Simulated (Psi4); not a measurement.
# r2SCAN/cc-pVTZ run of F2 (fluorine)

What is the vertical ionisation energy of F2 (fluorine) at r2SCAN/cc-pVTZ? 

The calculation is run with Psi4 1.11.

4 further runs of the same task are left out: 4 that didn't finish.

## 1. The structure to begin with

F2: 2 atoms, total charge 0, spin state singlet. SMILES: `FF`. The coordinates come from a PBE0-D4/def2-TZVP relaxation.

Bond lengths: F1–F2 1.376 Å.

## 2. Energy and forces at r2SCAN/cc-pVTZ

Contents of calc.in:

```
memory 1.6 GB

molecule m {
  0 1
  F
  F 1 r2

  r2 = 1.375613
  symmetry c1
  no_reorient
  no_com
}

set puream true
set e_convergence 1e-09
set d_convergence 1e-08
set scf_type pk
set dft_radial_points 99
set dft_spherical_points 590

e, wfn = gradient('r2scan/cc-pVTZ', return_wfn=True)
oeprop(wfn, 'LOWDIN_CHARGES', 'DIPOLE', 'MAYER_INDICES')
print_variables()
```

Command:

```bash
$ psi4 calc.in calc.out -n 1
```

calc.out, cut to the lines that bear on the results:

```text
[...]
  Running in c1 symmetry.
[...]
  Nuclear repulsion =   31.159456957930765
[...]
  Multiplicity = 1
[...]
  Nalpha       = 9
  Nbeta        = 9
[...]
    Number of basis functions: 60
[...]
   @RKS iter   1:  -199.49590513137591   -2.14922e-01   3.42182e-03 ADIIS/DIIS
[...]
   @RKS iter   7:  -199.50511875225098   -4.40536e-12   2.68357e-09 DIIS
[...]
    Orbital Energies [Eh]
    ---------------------
    Doubly Occupied:
       1A    -24.590533     2A    -24.590529     3A     -1.319907
       4A     -1.056766     5A     -0.578249     6A     -0.495277
       7A     -0.495277     8A     -0.354057     9A     -0.354057
[...]
  @RKS Final Energy:  -199.50511875225098
   => Energetics <=
    Nuclear Repulsion Energy =             31.1594569579307645
    One-Electron Energy =                -340.2986009275156221
    Two-Electron Energy =                 130.3427008045265438
    DFT Exchange-Correlation Energy =     -20.7086755871926833
    Empirical Dispersion Energy =           0.0000000000000000
    VV10 Nonlocal Energy =                  0.0000000000000000
    Total Energy =                       -199.5051187522509792
[...]
  -Total Gradient:
     Atom            X                  Y                   Z
    ------   -----------------  -----------------  -----------------
       1       -0.000000000000     0.000000000000     0.018958494356
       2       -0.000000000000    -0.000000000000    -0.018958494356
[...]
 Multipole Moments:
 ------------------------------------------------------------------------------------
     Multipole            Electronic (a.u.)      Nuclear  (a.u.)        Total (a.u.)
 ------------------------------------------------------------------------------------
 L = 1.  Multiply by 2.5417464519 to convert [e a0] to [Debye]
 Dipole X            :          0.0000000            0.0000000            0.0000000
 Dipole Y            :          0.0000000            0.0000000            0.0000000
 Dipole Z            :          0.0000000           -0.0000000            0.0000000
 Magnitude           :                                                    0.0000000
[...]
```

Wall time 11 s (1 thread of Intel Xeon Platinum 8259CL at 2.50GHz (Skylake/Cascade Lake), shared host); peak memory 0.7 GiB.

## 3. The doublet cation: the energy at U-r2SCAN/cc-pVTZ

Contents of f2.inp:

```
memory 1600 mb

molecule mol {
  1 2
  F
  F 1 1.375613
  units angstrom
  symmetry c1
}

set basis cc-pVTZ
set reference uks
set puream true
set e_convergence 1e-09
set d_convergence 1e-06
set scf_type pk
set dft_radial_points 99
set dft_spherical_points 590
set maxiter 150
set level_shift 0.3
set level_shift_cutoff 1e-09

e, wfn = energy('r2scan', return_wfn=True)
oeprop(wfn, 'DIPOLE', 'MULLIKEN_CHARGES', 'MAYER_INDICES')
```

Command:

```bash
$ psi4 -i f2.inp -o f2.out -n 1
```

f2.out, cut to the lines that bear on the results:

```text
[...]
  Running in c1 symmetry.
[...]
  Nuclear repulsion =   31.159456957930765
[...]
  Multiplicity = 2
[...]
  Nalpha       = 9
  Nbeta        = 8
[...]
    Number of basis functions: 60
[...]
   @UKS iter   1:  -198.88013943218482    4.00844e-01   6.96321e-03 DIIS/ADIIS/SHIFT
[...]
   @UKS iter   9:  -198.93806683474094   -3.90060e-10   7.79851e-08 DIIS/SHIFT
[...]
   @S^2 Observed:                7.528904182E-01
[...]
  @UKS Final Energy:  -198.93806683474094
   => Energetics <=
    Nuclear Repulsion Energy =             31.1594569579307645
    One-Electron Energy =                -331.3566666371400515
    Two-Electron Energy =                 121.4420264750188778
    DFT Exchange-Correlation Energy =     -20.1828836305505632
    Empirical Dispersion Energy =           0.0000000000000000
    VV10 Nonlocal Energy =                  0.0000000000000000
    Total Energy =                       -198.9380668347409369
[...]
 Multipole Moments:
 ------------------------------------------------------------------------------------
     Multipole            Electronic (a.u.)      Nuclear  (a.u.)        Total (a.u.)
 ------------------------------------------------------------------------------------
 L = 1.  Multiply by 2.5417464519 to convert [e a0] to [Debye]
 Dipole X            :          0.0000000            0.0000000            0.0000000
 Dipole Y            :          0.0000000            0.0000000            0.0000000
 Dipole Z            :          0.0000000            0.0000000            0.0000000
 Magnitude           :                                                    0.0000000
[...]
  Mulliken Charges: (a.u.)
   Center  Symbol    Alpha    Beta     Spin     Total
       1     F     4.50000  4.00000  0.50000  0.50000
       2     F     4.50000  4.00000  0.50000  0.50000
   Total alpha =  9.00000, Total beta =  8.00000, Total charge =  1.00000
  Mayer Bond Indices:
  Total Bond Index:
  Irrep: 1 Size: 2 x 2
                 1                   2
[...]
```

Run time: 12 s. Hardware: 1 thread of Intel Xeon Platinum 8259CL at 2.50GHz (Skylake/Cascade Lake), shared host; peak memory 0.7 GiB.

## 4. Results

At r2SCAN/cc-pVTZ:

```
                                          quantity          value
                          singlet F2: total energy  -199.50512 Eh
                         singlet F2: dipole moment         0.00 D
                           singlet F2: HOMO energy       -9.63 eV
                           singlet F2: LUMO energy       -4.56 eV
                         singlet F2: HOMO–LUMO gap        5.07 eV
              singlet F2: largest force on an atom     0.975 eV/Å
                      doublet cation: total energy  -198.93807 Eh
doublet cation: HOMO energy (highest over α and β)      -22.29 eV
                              doublet cation: ⟨S²⟩          0.753
vertical ionisation energy (to the doublet cation)      15.430 eV
```

In words: The vertical ionisation energy comes to 15.43 eV (1489 kJ/mol). The largest force (singlet F2) is 0.97 eV/Å: the shape isn't a stationary point for this species at this level. The negative HOMO energy of the first species, 9.63 eV, lies 5.80 eV below that difference.
